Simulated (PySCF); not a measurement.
Gas-phase reaction: CCl4 + C3H8 = 4 CH2Cl

Energies from PySCF (xtb for GFN2), thermal terms from the rigid-rotor harmonic-oscillator model, ideal gas at 1 bar. † marks an energy on the PBE0/def2-TZVP geometry and frequencies; other levels use their own. MP2 freezes the core. Open shells (unrestricted): CH2Cl (multiplicity 2); the rest are closed-shell singlets. GFN2 has no spin-polarisation term. B3LYP is the form with VWN-RPA correlation. CH2Cl: computed as isolated molecules; such fragments, hydroxides, amides, oligomers or adducts are transient or little studied in the gas. MP2 isn't extrapolated to the basis-set limit; its ΔH°(298 K) is 711.2 kJ in def2-SVP and 701.4 kJ in def2-TZVPP. The harmonic model lacks anharmonicity and excited electronic states, which grow with temperature; levels with a mode under 35 cm⁻¹ are left out. Internal rotation in C3H8 is treated as a harmonic vibration of one conformer, which makes the entropy rough.

| level | ΔE electronic, kJ | ΔH°(298 K), kJ | ΔS°(298 K), J/K | ΔG°(2500 K), kJ |
|---|---|---|---|---|
| B3LYP/def2-TZVP† | 618 | 575 | 408 | -434 |
| BLYP/def2-TZVP† | 603 | 561 | 408 | -449 |
| GFN2-xTB | 904 | 857 | 419 | -184 |
| M06-2X/def2-TZVP† | 698 | 655 | 408 | -354 |
| MP2/def2-SVP† | 753 | 711 | 408 | -298 |
| MP2/def2-TZVPP† | 744 | 701 | 408 | -308 |
| PBE/def2-TZVP† | 662 | 620 | 408 | -390 |
| PBE0/def2-SVP† | 690 | 648 | 408 | -362 |
| ωB97M-V/def2-TZVP† | 701 | 658 | 408 | -351 |
ΔH° is lowest at BLYP/def2-TZVP† and highest at GFN2-xTB. No reference value is set beside these.
